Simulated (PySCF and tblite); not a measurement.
The numbers below are computed, except where a source is named.
System: C₃H₈S₂, numbered as in [CH3:1][CH:2]([CH3:3])[S:4][SH:5].

Motion: rotation about the C2–S4 bond (torsion C1–C2–S4–S5 from -62° to -192°, falling). GFN2-xTB gives an electronic barrier of 2.9 kcal/mol and a reaction energy of 1.2 kcal/mol.

**Question.** What does PBE0/pcSseg-1 + D3(BJ) give on GFN2-xTB geometries?

**Answer.** A barrier of 3.8 kcal/mol, 0.8 above the tight-binding barrier (from unrounded values), a reaction energy of 0.5 kcal/mol and, with GFN2-xTB thermal terms, ΔG‡(298 K) = 4.3 kcal/mol and k = 4.5×10⁹ s⁻¹ (1 equivalent path).

Programs: tblite and PySCF.
